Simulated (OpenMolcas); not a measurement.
# SO2 (sulfur dioxide), step by step

Aim: a single-point energy (singlet SO2, HF/ANO-RCC-MB), then a single-point energy (singlet SO2, CASSCF(18,12)/ANO-RCC-VDZP), then a single-point energy (singlet SO2, CASPT2(18,12)/ANO-RCC-VDZP), then a single-point energy (singlet SO2, CASPT2(18,12)/ANO-RCC-VDZP) of O2S. 

The results are computed with OpenMolcas 26.06.

## Step 1: The system as given

The species is SO2 (3 atoms), meant as a singlet with charge 0. As SMILES, `O=S=O`. The coordinates come from a PBE0-D4/def2-TZVP relaxation.

Bond lengths: O1–S2 1.431 Å, S2–O3 1.431 Å. Angles: O1–S2–O3 118.9°.

## Step 2: A single-point energy at HF/ANO-RCC-MB (DKH2) (run 1)

step1.input

```
* O2S Hartree-Fock
&gateway
coord
3
bohr
O     -1.84138693     1.22057410    -0.86834805
S      0.50931899     0.67535032     0.35298194
O      1.33206795    -1.89592443     0.51536611
basis=ANO-RCC-MB
group=NoSym
&seward
&scf
prorbitals=1 1
```

Run with:

```sh
$ export MOLCAS_MEM=1860
$ pymolcas step1.input > step1.log
```

Log:

```text
--- Start Module: gateway ---
[...]
--- Stop Module: gateway /rc=_RC_ALL_IS_WELL_ ---
--- Start Module: seward ---
[...]
      Basis functions           19
--- Stop Module: seward /rc=_RC_ALL_IS_WELL_ ---
[...]
--- Start Module: scf ---
[...]
       Convergence after  10 Iterations
[...]
::    Total SCF energy                               -547.9312365394
[...]
      Total spin, S                                     0.0000000000
[...]
      Total electronic charge=   32.000000
      Total            charge=   -0.000000
[...]
      Dipole Moment (debye):
      Origin of the operator (angstrom)=    0.0673    0.0893    0.0467
                   X=  1.2220E+00               Y=  1.6203E+00               Z=  8.4690E-01           Total=  2.1991E+00
      Quadrupole Moment (debye*angstrom):
[...]
--- Stop Module: scf /rc=_RC_ALL_IS_WELL_ ---
[...]
```

It took 3.3 s on 1 thread of AMD EPYC 7R43 (Zen 3), shared host; peak memory 0.37 GiB.

## Step 3: A single-point energy at CASSCF(18,12)/ANO-RCC-VDZP (DKH2, RICD fitting) (run 2)

step2.input

```
* O2S CASSCF

&GATEWAY
 Coord
 3
 bohr
 O     -1.84138693     1.22057410    -0.86834805
 S      0.50931899     0.67535032     0.35298194
 O      1.33206795    -1.89592443     0.51536611
 Basis
 ANO-RCC-MB
 Group
 NoSym

&SEWARD

&RASSCF
 FileOrb
 $CurrDir/step1.ScfOrb
 Spin
 1
 Nactel
 18 0 0
 Inactive
 7
 Ras2
 12
 OrbListing
 Nothing
>>> COPY $Project.RunFile RUNFIL1
>>> COPY $Project.RasOrb INPORB

&GATEWAY
 Coord
 3
 bohr
 O     -1.84138693     1.22057410    -0.86834805
 S      0.50931899     0.67535032     0.35298194
 O      1.33206795    -1.89592443     0.51536611
 Basis
 ANO-RCC-VDZP
 Group
 NoSym
 RICD

&SEWARD
>>> COPY $Project.RunFile RUNFIL2

&EXPBAS

&RASSCF
 FileOrb
 $Project.ExpOrb
 Spin
 1
 Nactel
 18 0 0
 Inactive
 7
 Ras2
 12
 OrbListing
 Nothing
```

Run with:

```sh
$ export MOLCAS_MEM=1860
$ pymolcas step2.input > step2.log
```

Log:

```text
--- Start Module: gateway ---
[...]
--- Stop Module: gateway /rc=_RC_ALL_IS_WELL_ ---
[...]
      Basis functions           19
[...]
      Number of active orbitals                 12
[...]
      Spin quantum number                      0.0
[...]
      Active orbitals                           12
[...]
      Number of CSFs                         15730
[...]
      Number of root(s) required                 1
[...]
      Convergence after  5 iterations
[...]
      printout of CI-coefficients larger than  0.05 for root  1
      energy=    -548.121077
      conf/sym  111111111111     Coeff  Weight
             1  222222222000   0.92140 0.84898
             5  222222220200  -0.25234 0.06368
            16  222222u2dud0  -0.09824 0.00965
            21  222222u2udd0  -0.10510 0.01105
            36  222222022020  -0.06694 0.00448
            55  2222222udu0d  -0.07945 0.00631
[...]
      Natural orbitals and occupation numbers for root  1
      sym 1:   1.998620   1.998196   1.996705   1.988057   1.975941   1.989234   1.951058   1.961401   1.818115   0.210303
               0.063813   0.048556
[...]
::    RASSCF root number  1 Total energy:   -548.12107677
[...]
      Basis functions           46
[...]
--- Start Module: expbas ---
[...]
--- Stop Module: expbas /rc=_RC_ALL_IS_WELL_ ---
--- Start Module: rasscf ---
[...]
      Convergence after 12 iterations
[...]
      Natural orbitals and occupation numbers for root  1
      sym 1:   1.999112   1.999049   1.995700   1.986865   1.976667   1.988563   1.968331   1.975895   1.934574   0.092715
               0.046422   0.036106
[...]
::    RASSCF root number  1 Total energy:   -548.59308279
[...]
      Total electronic charge=   32.000000
      Total            charge=   -0.000000
[...]
      Dipole Moment (debye):
      Origin of the operator (angstrom)=    0.0673    0.0893    0.0467
                   X=  9.1684E-01               Y=  1.2156E+00               Z=  6.3541E-01           Total=  1.6499E+00
      Quadrupole Moment (debye*angstrom):
[...]
--- Stop Module: rasscf /rc=_RC_ALL_IS_WELL_ ---
[...]
```

It took 29 s on 1 thread of AMD EPYC 7R43 (Zen 3), shared host; peak memory 0.37 GiB.

Run 3 isn't shown in full; the table further down has it.

## Step 4: The distorted shape: a single-point energy at CASPT2(18,12)/ANO-RCC-VDZP (DKH2, RICD fitting, ipea shift 0.25 Eh, pt2 variant SS) (run 4)

step4.inp

```
&gateway
coord
3
angstrom
O       -2.840329       1.078680      -1.428960
S        0.269520       0.357380       0.186790
O        0.704900      -1.003280       0.272720
basis = ANO-RCC-VDZP
group = NoSym
ricd
&seward
&rasscf
fileorb = $CurrDir/step2.RasOrb
spin = 1
nactel = 18 0 0
inactive = 7
ras2 = 12
orblisting = Nothing
&caspt2
imaginary = 0.2
```

Run with:

```sh
$ export MOLCAS_MEM=1860
$ pymolcas step4.inp > step4.log
```

Log:

```text
--- Start Module: gateway ---

                                              &GATEWAY

                       available to each process: 1.9 GB of memory, 1 thread

++    Symmetry information:
      ---------------------

                    Character Table for C1

                             E
                    a        1  x, y, xy, Rz, z, xz, Ry, yz, Rx, I
--

++    Basis set information:
      ----------------------

      Basis set label: O.ANO-RCC...3S2P1D.

      Electronic valence basis set:
      ------------------
      Associated Effective Charge   8.000000 au
      Associated Actual Charge      8.000000 au
      Nuclear Model: Point charge

[... 125 lines left out ...]
      Nuclear repulsion energy =   73.86937989
[... 68 lines left out ...]
                                         RASSCF iterations: Energy and convergence statistics
                                         ----------------------------------------------------

          iter iter root      energy       change     param      element    value   shift minimum  type update hh:mm:ss
 Nr of preliminary CI iterations:  11
        1   1  101    1  -548.12478048    0.00E+00   1.51E-01*  14  34 1  1.93E-01*  0.00   0.00    SX    NO    0:00:03
        2  10  101    1  -548.41366976   -2.89E-01*  5.95E-02   17  25 1  4.67E-02*  0.00   0.00    SX    NO    0:00:02
        3   4   89    1  -548.43102108   -1.74E-02*  2.44E-02   15  33 1 -1.12E-02*  0.00   0.00    SX    NO    0:00:01
[... 44 lines of this table left out ...]
       48   8  101    1  -548.43240235   -5.31E-06* -1.23E-02    5  14 1 -5.27E-04*  0.00   1.07    QN   YES    0:00:02
```

It took 2.4 min on 1 thread of AMD EPYC 7R43 (Zen 3), shared host.

Time ran out before the run finished.

## Step 5: The series

```
run                                                                                level  frozen core orbitals  integral approximation       partner  energy (Eh)  dipole moment (D) of the reference  wall time
  1                                                                 HF/ANO-RCC-MB (DKH2)                     –                    none          base  -547.931237                                2.20      3.3 s
  2                                      CASSCF(18,12)/ANO-RCC-VDZP (DKH2, RICD fitting)                     –                    RICD          base  -548.593083                                1.65       29 s
  3  CASPT2(18,12)/ANO-RCC-VDZP (DKH2, RICD fitting, ipea shift 0.25 Eh, pt2 variant SS)                     7                    RICD          base  -548.976410                                1.65       35 s
  4  CASPT2(18,12)/ANO-RCC-VDZP (DKH2, RICD fitting, ipea shift 0.25 Eh, pt2 variant SS)               default                    RICD  O1–S2 3.58 Å      timeout                                   –    2.4 min
```

## Step 6: Summary of results

| quantity | value |
| --- | --- |
| run 3, CASPT2(18,12)/ANO-RCC-VDZP: total energy | -548.97641 Eh |
| run 3, CASPT2(18,12)/ANO-RCC-VDZP: dipole moment (CASSCF density) | 1.65 D |

**Reading.** In run 1 the basis is minimal, so the values are rough. All runs together took 3.5 min, the longest 2.4 min. 1 of the 4 runs did not end normally.
